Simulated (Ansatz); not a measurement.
# SiNH (triplet): wave-function methods side by side at distance Si1–N2 = 4.452 Å, 6-31G

Aim: climb from Hartree-Fock through coupled cluster and multireference methods for SiNH (triplet) at one geometry and basis, and see what each rung misses.

Method: 6-31G, core rule «outside noble gas», up to 6 orbitals frozen; program: Ansatz 0.2.0, Gaussian basis.

To be run: UHF; CCSD(T) on UHF; BCCD(T) on ROHF; CISD; CCSDT(Q) on ROHF; CCSDT(Q) on UHF; CCSDTQ on ROHF; CCSDTQ on UHF; CASSCF and MRCISD+Q, 4 electrons in 4 orbitals; CASSCF and NEVPT2, 4 electrons in 4 orbitals; CASSCF and MRCISD+Q, 10 electrons in 9 orbitals; CASSCF and NEVPT2, 10 electrons in 9 orbitals; Full CI.

3 further runs of the same task are left out: 2 for a known fault of the program, 1 that didn't finish.

**1. The geometry**

The geometry derives from a PBE0/def2-TZVP stationary point (not a proven minimum). One bond is set to the value named and the two fragments are kept rigid.

3 atoms, charge 0, spin multiplicity 3.

Atoms are counted from 1 here; the program's logs count them from 0.

Bond lengths: Si1–H3 1.520 Å.

**2. UHF**

The input, in.yaml:

```yaml
crystal:
  periodic: [false, false, false]
  atoms:
    - {symbol: Si, position_ang: [0.000000, -0.206669, 1.419656]}
    - {symbol: N, position_ang: [0.000000, 0.332414, -2.999585]}
    - {symbol: H, position_ang: [0.000000, 1.139341, 2.125644]}
basis:
  gaussian: {orbitals: 6-31G}
magnetization: {spin_polarized: true, initial_magnetization: 2}
hamiltonian: {xc: hf}
output: {orbitals: {seedname: orbitals}}
```

The run is started by

```sh
$ ansatz run in.yaml --threads 1 --pin off --events-out ev --progress --plain --max-ram 4096MiB --backend cpu
```

After this run come: CCSD(T) on UHF; BCCD(T) on ROHF; CISD; CCSDT(Q) on ROHF; CCSDT(Q) on UHF; CCSDTQ on ROHF; CCSDTQ on UHF; CASSCF and MRCISD+Q, 4 electrons in 4 orbitals; CASSCF and NEVPT2, 4 electrons in 4 orbitals; CASSCF and MRCISD+Q, 10 electrons in 9 orbitals; CASSCF and NEVPT2, 10 electrons in 9 orbitals; Full CI.

**Question.** What will the summary of the whole plan be? Wanted: FCI below the UHF energy; UMP2 from FCI; UCCSD(T) from FCI; UCCSDT(Q) from FCI; NEVPT2 pair from FCI; MRCISD+Q pair from FCI; NEVPT2 valence from FCI; effectively unpaired electrons.

As calculated:

| quantity | value |
| --- | --- |
| FCI below the UHF energy | -2.1602 eV |
| UMP2 from FCI | +622.3 meV |
| UCCSD(T) from FCI | +7.0 meV |
| UCCSDT(Q) from FCI | +1.4 meV |
| NEVPT2 pair from FCI | +691.5 meV |
| MRCISD+Q pair from FCI | -14.1 meV |
| NEVPT2 valence from FCI | +472.8 meV |
| levels within 1 kcal/mol (43 meV) | UCCSD, UCCSD(T), BCCD(T), UCCSDT, UCCSDT(Q), UCCSDTQ, MRCISD+Q pair, MRCISD valence, MRCISD+Q valence |
| effectively unpaired electrons | 4.01 |

UCCSD(T) misses by +7.0 meV, 0.3 % of the correlation energy. MRCISD+Q pair falls below full CI: the +Q correction isn't variational, and the cores differ from full CI's. The occupations show strong static correlation (4.0 unpaired electrons where one determinant has 2). Coupled cluster on one determinant still stays close here. Of the multireference levels listed MRCISD+Q valence comes nearest in total energy (+3.5 meV), which doesn't show that its space is the better one. These misses are within one basis, not against nature; the frozen cores of restricted and unrestricted runs differ, which can shift their rows.
